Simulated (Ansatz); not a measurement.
# CH₅OSi+ (SMILES CO[SiH2+]): molecular dynamics

The task is to watch the atoms for 40 steps of 0.5 fs, started with velocities for 1000 K and run at constant energy.

Method: BHLYP-D4/def2-SVP; program: Ansatz 0.2.0, Gaussian basis.

**1. Where the work starts**

SMILES `CO[SiH2+]`, 8 atoms, charge 1, spin multiplicity 1.

Atoms are counted from 1 here; the program's logs count them from 0.

Bond lengths: C1–O2 1.412 Å, C1–H4 1.090 Å, C1–H5 1.089 Å, C1–H6 1.091 Å, O2–Si3 1.543 Å, Si3–H7 1.450 Å, Si3–H8 1.449 Å. Angles: O2–C1–H4 109.0°, O2–C1–H5 109.5°, O2–C1–H6 108.7°, H4–C1–H5 110.2°, H4–C1–H6 109.7°, H5–C1–H6 109.7°, C1–O2–Si3 177.3°, O2–Si3–H7 117.1°, O2–Si3–H8 115.1°, H7–Si3–H8 127.8°.

As a file:

```
C    -0.5851    1.0875   -0.4380
O     0.0199   -0.1028    0.0226
Si    0.7371   -1.3633    0.5481
H    -1.1455    0.8712   -1.3478
H     0.1843    1.8316   -0.6386
H    -1.2629    1.4568    0.3331
H     2.0028   -1.1681    1.2284
H     0.0493   -2.6128    0.2922
```

**2. The run**

The input, md/in.yaml:

```yaml
crystal:
  periodic: [false, false, false]
  atoms:
    - {symbol: C, position_ang: [-0.585060, 1.087540, -0.438010]}
    - {symbol: O, position_ang: [0.019950, -0.102790, 0.022620]}
    - {symbol: Si, position_ang: [0.737130, -1.363290, 0.548090]}
    - {symbol: H, position_ang: [-1.145480, 0.871190, -1.347780]}
    - {symbol: H, position_ang: [0.184320, 1.831580, -0.638570]}
    - {symbol: H, position_ang: [-1.262910, 1.456770, 0.333080]}
    - {symbol: H, position_ang: [2.002760, -1.168140, 1.228410]}
    - {symbol: H, position_ang: [0.049290, -2.612850, 0.292170]}
basis:
  gaussian: {orbitals: def2-SVP}
total_charge: 1
hamiltonian: {xc: {name: BHLYP}, dispersion: d4}
md: {n_steps: 40, timestep: 0.5, temperature: 1000, ensemble: nve, seed: 243, initial_velocities: maxwell_boltzmann}
```

Command:

```console
$ ansatz run in.yaml --threads 2 --pin off --events-out ev --progress --plain --max-ram 3481MiB
```

Q: Predict the outcome of this session. Wanted: temperature at the start; mean temperature, second half; lowest and highest potential energy, from the first frame; largest change of potential + kinetic.

The runs gave:

```
                                                 quantity              value
                                                   length  40 steps, 20.0 fs
                                 temperature at the start             1000 K
                            mean temperature, second half              478 K
lowest and highest potential energy, from the first frame      0 and 569 meV
                    largest change of potential + kinetic            2.9 meV
```

In words: With no thermostat the total energy should stay fixed; it holds within 2.9 meV, small beside the kinetic energy, so the time step serves. The instant temperature ranges from 270 to 1000 K, as energy passes between motion and strain. The molecule keeps its bonds.
